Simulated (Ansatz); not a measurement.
# CF (sextet): the correlation ladder, def2-QZVPP

One table from this session's results is given with a row withheld; the runs are named, their logs left out.

The runs use Ansatz 0.2.0, Gaussian basis; def2-QZVPP, core rule «outside noble gas», up to 2 orbitals frozen.

The runs, in order: UHF; ROHF; CCSD(T) on UHF.

### What is computed

The geometry is a PBE0/def2-TZVP stationary point (not a proven minimum) of the parent state, kept for this charge and spin.

2 atoms, charge 0, spin multiplicity 6.

Atoms are counted from 1 here; the program's logs count them from 0.

Bond lengths: C1–F2 1.316 Å.

The first run:

in.yaml

```yaml
crystal:
  periodic: [false, false, false]
  atoms:
    - {symbol: C, position_ang: [0.000000, 0.000000, 0.000000]}
    - {symbol: F, position_ang: [0.000000, 0.000000, 1.315900]}
basis:
  gaussian: {orbitals: "def2-QZVPP.json"}
magnetization: {spin_polarized: true, initial_magnetization: 5}
hamiltonian: {xc: hf}
output: {orbitals: {seedname: orbitals}}
```

Run with:

```console
> ansatz run in.yaml --threads 1 --pin off --events-out ev --progress --plain --max-ram 4096MiB --backend cpu
```

Steps of the session up to this table: UHF; ROHF; CCSD(T) on UHF.

One table of the session follows, with a row left open; its other results are not shown here.

It belongs to the step «Misses and costs». 

```
  method  from UCCSD(T) (kJ/mol)
    ROHF                       ?
     UHF                  +798.8
    UMP2                   +68.3
   UCCSD                   +20.2
UCCSD(T)                       0
```

Estimate the missing values for ROHF.

**Answer.** from UCCSD(T) (kJ/mol): +818.2. In the column «from UCCSD(T) (kJ/mol)» it is the highest.
